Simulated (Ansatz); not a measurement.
in.yaml

```yaml
crystal:
  periodic: [false, false, false]
  atoms:
    - {symbol: B, position_ang: [0.000000, 0.000000, 0.101509]}
    - {symbol: B, position_ang: [0.000000, 0.000000, -1.241523]}
    - {symbol: H, position_ang: [0.000000, 0.000000, 1.140014]}
basis:
  gaussian: {orbitals: 6-31G}
magnetization: {spin_polarized: true, initial_magnetization: 1}
correlation: {method: ccsdtq, electrons: outside_noble_gas}
```

```sh
$ ansatz run in.yaml --threads 1 --pin off --events-out ev --progress --plain --max-ram 2393MiB
```

Log:

```
438 factors; integrals over basis functions are off by at most 1.3e-7 eV
mean field evaluation 1: about -1348.6229 eV, gradient 1.1e1 eV
mean field evaluation 2: about -1348.6345 eV, gradient 1.1e1 eV
mean field evaluation 4: about -1350.1003 eV, gradient 2.0e0 eV
mean field evaluation 8: about -1350.2195 eV, gradient 2.6e-1 eV
mean field evaluation 16: about -1350.2339 eV, gradient 2.2e-2 eV
mean field evaluation 32: about -1351.9914 eV, gradient 5.2e0 eV
mean field evaluation 64: about -1352.3930 eV, gradient 6.0e-4 eV
mean field evaluation 96: about -1350.7280 eV, gradient 1.1e1 eV
mean field evaluation 128: about -1351.5568 eV, gradient 3.6e-1 eV
mean field evaluation 160: about -1351.5571 eV, gradient 1.6e-5 eV
...
mean field -1352.44802033 eV, -49.7015480248 hartree, gradient 1.8e-6 eV, S^2 1.750912; 15 other end points of the search recorded, 0 dependent functions left out
determinant -1352.44802033 eV, -49.7015480248 hartree, with singles and doubles -1354.87526225 eV, -49.7907475201 hartree
determinant -1352.39304322 eV, -49.6995276534 hartree, with singles and doubles -1354.87756110 eV, -49.7908320013 hartree
determinant -1351.55709032 eV, -49.6688069510 hartree, with singles and doubles -1354.01122510 eV, -49.7589947406 hartree
determinant -1350.23390819 eV, -49.6201809045 hartree, with singles and doubles -1353.23126752 eV, -49.7303318284 hartree
determinant -1350.02575451 eV, -49.6125313980 hartree, with singles and doubles -1352.64447807 eV, -49.7087677136 hartree
determinant -1352.44802033 eV, -49.7015480248 hartree, with singles and doubles -1355.04353355 eV, -49.7969313765 hartree
determinant -1352.39304322 eV, -49.6995276534 hartree, with singles and doubles -1355.04266625 eV, -49.7968995038 hartree
determinant -1351.55709032 eV, -49.6688069510 hartree, with singles and doubles -1354.02213194 eV, -49.7593955597 hartree
determinant -1350.23390819 eV, -49.6201809045 hartree, with singles and doubles -1353.23721046 eV, -49.7305502272 hartree
determinant -1350.02575451 eV, -49.6125313980 hartree, with singles and doubles -1352.69644614 eV, -49.7106775052 hartree
2 core orbitals not correlated: weight in the atoms' cores, before any rotation towards them, 1.000 or more for the frozen orbitals, at most 0.000 for the correlated occupied ones
reference -1352.44802033 eV, -49.7015480248 hartree; 4, 3 occupied and 14, 15 virtual orbitals, 438 factors
second order -1.60419063 eV of doubles, -0.00000000 eV of singles
...
the amplitudes ended above the screening CCSD energy; trying again from the screening CCSD amplitudes
...
cycle  28  -3.14034960 eV  change    6.3e-7 eV  update   2.8e-7
cycle  29  -3.14034907 eV  change    5.3e-7 eV  update   2.4e-7
cycle  30  -3.14034910 eV  change   -3.0e-8 eV  update   2.3e-7
cycle  31  -3.14034889 eV  change    2.1e-7 eV  update   1.5e-7
cycle  32  -3.14034857 eV  change    3.2e-7 eV  update   1.9e-7
cycle  33  -3.14034844 eV  change    1.3e-7 eV  update   1.4e-7
cycle  34  -3.14034834 eV  change    1.0e-7 eV  update   1.3e-7
cycle   1  -3.14034837 eV  update   1.4e-7
cycle   2  -3.14034846 eV  change   -9.4e-8 eV  update   1.1e-7
cycle   3  -3.14034860 eV  change   -1.3e-7 eV  update   8.1e-8
WARN: the amplitudes ended 0.813 eV above the screening CCSD of this reference; a lower solution may exist
WARN: these amplitudes may be one of several solutions (largest doubles amplitude 0.98, level shift 0.00 eV)
Total energy: -1354.23064261 eV, -49.7670581856 hartree
```

The determinant's ⟨S²⟩ is 1.75 against 0.75 for a pure state.

For the same geometry and basis full CI lies 0.6 meV lower. By full CI's occupations no single determinant describes the state well. The program flagged this run's energy as in doubt. The determinant fills πx and πy unequally, so it is a mixture of Σ and Δ.

Ran on 1 thread of Arm Neoverse V1, shared host: 74 s wall, 0.19 GiB peak host memory.
